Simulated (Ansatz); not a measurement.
# Si2H5 radical (SMILES [SiH2][SiH3]): a relaxed scan of the bond length Si1–Si2

One table from this session's results is given with a row withheld; the runs are named, their logs left out.

Method: single points in def2-TZVPP; program: Ansatz 0.2.0, Gaussian basis.

Levels: PBE-D4, r2SCAN-D4, PBE0-D4, B3LYP-D4, wB97M-V, Hartree-Fock, MP2, CCSD, CCSD(T). The scan takes 2.046, 2.126, 2.245, 2.383, 2.536, 2.702, 2.877 Å.

Cores are frozen in the correlated methods. Orbitals are unrestricted. B3LYP uses VWN-RPA correlation.

32 further runs of the same task are left out: 32 set aside as unsound or not needed.

### Starting geometry

The minimum, relaxed at PBE0-D4: SMILES `[SiH2][SiH3]`, 7 atoms, charge 0, spin multiplicity 2.

Atoms are counted from 1 here; the program's logs count them from 0.

Bond lengths: Si1–Si2 2.324 Å, Si1–H3 1.488 Å, Si1–H4 1.488 Å, Si2–H5 1.487 Å, Si2–H6 1.490 Å, Si2–H7 1.487 Å. Angles: Si2–Si1–H3 114.5°, Si2–Si1–H4 114.5°, H3–Si1–H4 109.9°, Si1–Si2–H5 109.0°, Si1–Si2–H6 112.7°, Si1–Si2–H7 109.0°, H5–Si2–H6 108.5°, H5–Si2–H7 109.1°, H6–Si2–H7 108.5°.

Geometry (Å):

```xyz
7
charge 0, multiplicity 2
Si   -0.20959   -1.36124   -0.19110
Si    0.35787    0.88917   -0.06197
H    -0.00259   -2.12394    1.07025
H    -1.57361   -1.62461   -0.72555
H     0.20999    1.50276   -1.40804
H    -0.49578    1.64308    0.89859
H     1.77490    1.00679    0.37222
```

Energies of the minimum (eV), from earlier single points: PBE-D4 -15827.18847, r2SCAN-D4 -15834.07286, PBE0-D4 -15828.87933, B3LYP-D4 -15837.09080, wB97M-V -15833.72209, CCSD(T) -15810.99861.

At the minimum the bond length Si1–Si2 is 2.324 Å.

The first run:

The input, relax/in.yaml:

```yaml
crystal:
  periodic: [false, false, false]
  atoms:
    - {symbol: Si, position_ang: [-0.209587, -1.361244, -0.191101]}
    - {symbol: Si, position_ang: [0.289898, 0.619593, -0.077437]}
    - {symbol: H, position_ang: [-0.002586, -2.123942, 1.070252]}
    - {symbol: H, position_ang: [-1.573615, -1.624613, -0.725550]}
    - {symbol: H, position_ang: [0.142014, 1.233179, -1.423512]}
    - {symbol: H, position_ang: [-0.563755, 1.373505, 0.883119]}
    - {symbol: H, position_ang: [1.706925, 0.737215, 0.356755]}
basis:
  gaussian: {orbitals: def2-TZVP}
magnetization: {spin_polarized: true, initial_magnetization: 1}
hamiltonian: {xc: pbe0, dispersion: d4}
relax: {f_tol: 0.005, max_steps: 200, constraints: [{distance: [0, 1]}]}
```

No record of the launch command was kept for these runs.

Among the steps run: Si1–Si2 = 2.046 Å; Si1–Si2 = 2.126 Å; Si1–Si2 = 2.245 Å; Si1–Si2 = 2.383 Å; Si1–Si2 = 2.536 Å; Si1–Si2 = 2.702 Å; Si1–Si2 = 2.877 Å.

One of the session's tables, all rows but one given; the rest of the session is left out.

It belongs to the step «The curves». Energies less that of the minimum at the same level (eV):

| bond length (Å) | PBE-D4 | PBE0-D4 | B3LYP-D4 | wB97M-V | Hartree-Fock |
| --- | --- | --- | --- | --- | --- |
| 2.046 | 0.577 | 0.579 | 0.598 | 0.563 | 0.765 |
| 2.126 | 0.268 | 0.264 | 0.279 | 0.253 | 0.377 |
| 2.245 | ? | ? | ? | ? | ? |
| 2.324 (minimum) | 0.000 | 0.000 | 0.000 | 0.000 | 0.000 |
| 2.383 | 0.012 | 0.017 | 0.011 | 0.020 | -0.002 |
| 2.536 | 0.159 | 0.183 | 0.158 | 0.193 | 0.139 |
| 2.702 | 0.430 | 0.482 | 0.431 | 0.502 | 0.443 |
| 2.877 | 0.767 | 0.856 | 0.769 | 0.890 | 0.848 |

Q: Estimate the row for bond length (Å) = 2.245 from the others.

As computed: PBE-D4: 0.040; PBE0-D4: 0.036; B3LYP-D4: 0.043; wB97M-V: 0.032; Hartree-Fock: 0.071.
